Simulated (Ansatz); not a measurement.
F⁻ beside CH$_{2}$O$_{2}$: one fragment in the basis of the whole pair (the partner's atoms are ghosts).

Input (in.yaml):

```yaml
crystal:
  periodic: [false, false, false]
  atoms:
    - {symbol: O, position_ang: [0.707283, 0.128362, 1.009261]}
    - {symbol: C, position_ang: [-0.283768, 0.027689, 0.068919]}
    - {symbol: O, position_ang: [-1.432313, 0.154270, 0.438354]}
    - {symbol: H, position_ang: [0.237083, 0.293832, 1.842775]}
    - {symbol: H, position_ang: [0.135728, -0.180026, -1.033344]}
basis:
  gaussian:
    orbitals: "def2-TZVPPD.json"
    ghost_atoms:
      - {symbol: F, position_ang: [0.635886, -0.424327, -2.326065]}
hamiltonian: {xc: {name: wB97X-V}}
```

The basis file named in the input lies beside it (Basis Set Exchange, JSON).

Command:

```bash
ansatz run in.yaml --threads 2 --pin off --events-out ev --progress --plain --max-ram 5222MiB
```

What Ansatz 0.2.0 printed:

```
Functional definition: wB97X-V
  name "wB97X-V"
  cite "Mardirossian & Head-Gordon, Phys. Chem. Chem. Phys. 16, 9904 (2014) doi:10.1039/C3CP54374A"
  cite "Becke, J. Chem. Phys. 107, 8554 (1997) doi:10.1063/1.475007"
  cite "Vydrov & Van Voorhis, J. Chem. Phys. 133, 244103 (2010) doi:10.1063/1.3521275"
  parameter omega = 0.3/bohr
  parameter cx = 0.167
  parameter cx1 = 0.603
  parameter cx2 = 1.194
  parameter css0 = 0.556
  parameter css1 = -0.257
  parameter cos0 = 1.219
  parameter cos1 = -1.850
  parameter b = 6.0
  parameter c = 0.01
  exchange = spin_sum(e_x_unif_sr(omega)*poly(b97_u_x, 1 - cx, cx1, cx2)) + cx*exact_x_sr(omega) + exact_x_lr(omega)
  correlation = spin_sum(e_c_pw_same_spin*poly(b97_u_same, css0, css1))
      + integral(e_c_pw_opposite_spin*poly(b97_u_opposite, cos0, cos1)) + vv10(b, c)
852 factors; their error is unknown
254 factors; integrals over basis functions are off by at most 3.2e-5 eV
mean field evaluation 1: about -5159.5763 eV, gradient 5.3e1 eV
mean field evaluation 2: about -5158.0541 eV, gradient 6.3e1 eV
mean field evaluation 4: about -5164.0267 eV, gradient 3.1e0 eV
mean field evaluation 8: about -5164.0479 eV, gradient 4.6e-2 eV
mean field evaluation 16: about -5164.0517 eV, gradient 4.5e-5 eV
mean field -5164.05169682 eV, -189.7753995383 hartree, gradient 4.5e-5 eV, S^2 0.000000; 0 other end points of the search recorded, 0 dependent functions left out
reference -5164.05169441 eV, -189.7753994497 hartree; 12, 12 occupied and 179, 179 virtual orbitals, 852 factors
Total energy: -5164.05169441 eV, -189.7753994497 hartree
```

The lines “mean field evaluation” count trial sets of orbitals through the whole run, from several starts and some on an approximate energy, so they need not fall steadily or lie above the final value.

Hardware: 2 CPU threads of an Arm Neoverse V2, shared host. Wall time about 5.5 s.
